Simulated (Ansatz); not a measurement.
Rhombohedral A7 As, treated with PBE-D4 in Ansatz (plane waves, PAW).

Settings: plane-wave cutoff 520 eV, 18×18×18 k mesh, Fermi–Dirac smearing 0.05 eV, scalar-relativistic PAW data made under PBE.

Properties against volume:

Shape and atoms are relaxed at each volume.

```tsv
V (Å³/atom)	P (GPa)	c (Å)	a (Å)
20.076	2.31	9.852	3.757
20.494	1.06	9.983	3.771
20.912	0.00	10.122	3.783
21.331	-0.92	10.268	3.794
21.749	-1.67	10.427	3.801
```

Note: the bulk modulus comes from volumes at which shape and atoms were relaxed.

Ansatz is an electronic-structure program.
